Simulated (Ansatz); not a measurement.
The same path of FH + H4Si (7 atoms, charge 0, multiplicity 1) was run twice with different band settings. Lost on the way: Si1–H2, F6–H7. Made: Si1–F6, H2–H7.

These are results of Ansatz 0.2.0, RKS B3LYP-D4/def2-SVP, not measurements.

Relaxed end points:

```xyz
7
Properties=species:S:1:pos:R:3
Si 0.278 0.000 -0.117
H 0.249 0.000 1.380
H 1.707 0.000 -0.542
H -0.395 1.224 -0.623
H -0.395 -1.224 -0.623
F -2.455 0.000 1.280
H -1.752 0.000 1.886
```

```xyz
7
Properties=species:S:1:pos:R:3
Si -0.256 0.000 -0.739
H -0.515 0.000 3.439
H 1.075 0.000 -0.076
H -0.426 1.222 -1.569
H -0.426 -1.222 -1.569
F -1.407 0.000 0.419
H -0.812 0.000 2.737
```

Common settings: climbing image yes; spring 5.0 eV/Å²; optimiser quadratic models (default); start path through a guess of the saddle point; force threshold 0.05 eV/Å; iteration limit 60; end points relaxed.

| run | movable images |
| --- | --- |
| 1 | 5 |
| 2 | 2 |

Task: What does each run give, and how far can it be trusted?

Result: Run 1: converged after 10 iterations, highest image 1.383 eV above the first end. Neighbouring images differ by up to 1.3 eV, so the band resolves the path poorly. A vibrational analysis at the climbing image gives 2 clearly imaginary modes (1187i, 113i cm⁻¹): a point of higher order. A lower path may pass nearby, or the ends, which weren't checked, may share the extra mode.
Run 2: converged after 9 iterations, highest image 1.383 eV above the first end. Neighbouring images differ by up to 2.1 eV, so the band resolves the path poorly. Another band between the same ends (5 images) ends at a top of the same energy, where a vibrational analysis finds 2 clearly imaginary modes. So few images can step over the top or miss a turn of the path.
The orbitals stay closed-shell, which can raise the energy where a bond breaks towards radicals; this wasn't checked here.
